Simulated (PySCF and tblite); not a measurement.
Values are calculated unless marked as measured or tabulated.
## Planar inversion: stationary points, barriers and rates

System: C3H7NS, numbered as in [CH3:1]/[CH:2]=[N:3]/[S:4][CH3:5].

Motion: planar inversion at N3 (torsion C1–C2–N3–S4 from 180° to 0°). Geometries: GFN2-xTB; energies: PBE0/pcSseg-1 + D3(BJ); zero-point and thermal terms from GFN2-xTB harmonic modes (soft modes blended into free rotors). Rate constants are transition-state-theory values, counting equivalent paths, without tunnelling. Programs: tblite and PySCF.

| point | symmetry | E(GFN2) kcal/mol | E(DFT) kcal/mol | ZPE change kcal/mol | lowest mode cm⁻¹ | dipole D |
| --- | --- | --- | --- | --- | --- | --- |
| start | Cs | 0.0 | 0.0 | 0.00 | 63 | 0.58 |
| saddle | Cs | 11.6 | 18.8 | -0.61 | 280i | 1.46 |
| end | C1 | 4.3 | 6.6 | 0.15 | 11 | 3.00 |

```json
{
 "Electronic barrier": "18.8 kcal/mol",
 "Barrier with zero-point energy": "18.2 kcal/mol",
 "ΔH‡ (298 K)": "17.9 kcal/mol",
 "ΔS‡ (298 K, symmetry apart)": "-1.8 cal/(mol K)",
 "Paths": "1 equivalent path",
 "End point": "a different minimum",
 "Mean lifetime of the start against this motion at 298 K": "5.5 s",
 "Cost": "38 s on 1 thread of Arm Neoverse V1, on a host shared with other jobs (rough), peak memory 0.61 GiB, launched as `OMP_NUM_THREADS=1 python ens_run.py task.json out`"
}
```

| T/K | ΔG‡ kcal/mol | k s⁻¹ | ΔG kcal/mol | k back s⁻¹ |
| --- | --- | --- | --- | --- |
| 150 | 18.3 | 6.9×10⁻¹⁵ | 6.7 | 1.8×10⁻⁵ |
| 200 | 18.4 | 3.7×10⁻⁸ | 6.7 | 0.34 |
| 250 | 18.4 | 0.00043 | 6.6 | 135 |
| 298 | 18.5 | 0.18 | 6.6 | 6570 |
| 350 | 18.5 | 20 | 6.6 | 1.3×10⁵ |
| 400 | 18.6 | 569 | 6.6 | 1.2×10⁶ |
| 500 | 18.8 | 6.5×10⁴ | 6.6 | 2.5×10⁷ |

ΔG and ΔG‡ leave out symmetry numbers and mirror images; rates count paths: 1 out, 0.5 back.
